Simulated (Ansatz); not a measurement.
**Pressure series in Sn**

The parent structure is Sn in the diamond structure (space group Fd-3m, No. 227; a = 6.473 Å).

Cell and atoms are relaxed at each pressure.

Calculations: LDA in Ansatz (plane waves to 420 eV, PAW, scalar-relativistic without spin-orbit coupling).

```json
[
 {"pressure (GPa)": "-2", "volume per atom (Å³/atom)": "35.687"},
 {"pressure (GPa)": "-1", "volume per atom (Å³/atom)": "34.726"},
 {"pressure (GPa)": "0", "volume per atom (Å³/atom)": "33.908"},
 {"pressure (GPa)": "2.1", "volume per atom (Å³/atom)": "32.510"},
 {"pressure (GPa)": "4.5", "volume per atom (Å³/atom)": "31.237"},
 {"pressure (GPa)": "9", "volume per atom (Å³/atom)": "29.418"},
 {"pressure (GPa)": "15", "volume per atom (Å³/atom)": "27.660"},
 {"pressure (GPa)": "22.5", "volume per atom (Å³/atom)": "?"},
 {"pressure (GPa)": "30", "volume per atom (Å³/atom)": "24.790"}
]
```

Problem. Fit the third-order Birch–Murnaghan form P(V) = (3B₀/2)[(V₀/V)^(7/3) − (V₀/V)^(5/3)]·[1 + (3/4)(B₀′ − 4)((V₀/V)^(2/3) − 1)] (squares taken in P) to the rows shown and predict the withheld row.

Solution. Least squares on the printed values gives V₀ = 33.919 Å³/atom, B₀ = 45.0 GPa, B₀′ = 4.8; this predicts 26.031 Å³/atom, and the run gives 26.037 Å³/atom, 0.006 higher.

Measured bulk modulus of Sn: 42.8 GPa (static lattice; corrected from measurement; as listed in Daniel Mejia-Rodriguez, S. B. Trickey, Phys. Rev. B (2018)); the computed value is 5 % above it.

Load acts through the strain it causes; cell and atoms are relaxed under it. Stability against distortions was not tested. Tetrahedral semiconductors of this kind turn to denser phases somewhere between about 1 and 50 GPa; those were not computed, so compressed cells here can lie past the real transition.

Ansatz is an electronic-structure program.
